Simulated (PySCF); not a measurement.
**Basis and Hamiltonian dependence of the ionisation energy of Si**

Si [Ne] 3s2 3p2 (3P) → Si⁺ [Ne] 3s2 3p1 (2P). Calculated with PySCF 2.14 from differences of total energies of unrestricted determinants, without spin-orbit coupling. Values in eV.

```csv
basis,Hamiltonian,functions,UHF,PBE,PBE0,MP2 (valence),CCSD(T) (valence),CCSD(T) (valence and next inner shell)
cc-pVDZ-DK,spin-free X2C,18,7.632,n/a,n/a,7.909,7.938,n/a
cc-pV(D+d)Z,non-relativistic,23,7.641,8.190,n/a,7.921,7.953,n/a
Sapporo-DZP-2012,spin-free X2C,27,7.637,n/a,n/a,7.960,8.015,n/a
ANO-RCC-VTZP,spin-free X2C,34,7.628,8.190,8.212,8.036,8.104,n/a
cc-pV(T+d)Z,non-relativistic,39,7.640,8.191,n/a,8.042,8.109,n/a
x2c-TZVPPall,spin-free X2C,42,7.629,8.180,8.205,8.031,8.100,8.087
"x2c-TZVPPall with one added diffuse shell each of s, p, d type",spin-free X2C,51,7.627,8.189,8.208,8.031,8.100,8.088
aug-cc-pV(T+d)Z,non-relativistic,55,7.639,8.200,8.220,8.052,8.119,n/a
x2c-QZVPPall,spin-free X2C,70,7.626,8.185,8.207,8.062,8.124,8.113
aug-cc-pwCVTZ,non-relativistic,75,7.638,8.199,8.219,8.051,8.119,8.115
dyall-av3z,spin-free X2C,84,7.627,8.189,8.209,8.038,8.104,n/a
"x2c-QZVPPall with one added diffuse shell each of s, p, d, f type",spin-free X2C,86,7.626,8.187,8.208,8.063,8.125,8.114
aug-cc-pV(Q+d)Z,non-relativistic,89,7.637,8.198,8.219,8.077,8.137,n/a
aug-cc-pCVQZ-DK,spin-free X2C,134,7.625,8.188,8.209,8.067,n/a,n/a
```

Extrapolation of CCSD(T) (valence) from aug-cc-pV(T+d)Z and aug-cc-pV(Q+d)Z: the correlation parts are 0.479 and 0.500 eV; with the X⁻³ form and unrounded values, (4³ × 0.500 − 3³ × 0.479)/(4³ − 3³) = 0.515 eV, and adding the Hartree-Fock value 7.637 eV of the larger basis gives 8.152 eV.

Frozen in the all-electron rows: valence: [Ne]; valence and next inner shell: 1s2.

Reference for a calculation without spin-orbit coupling: 8.157 eV (measured, between term centres; NIST).
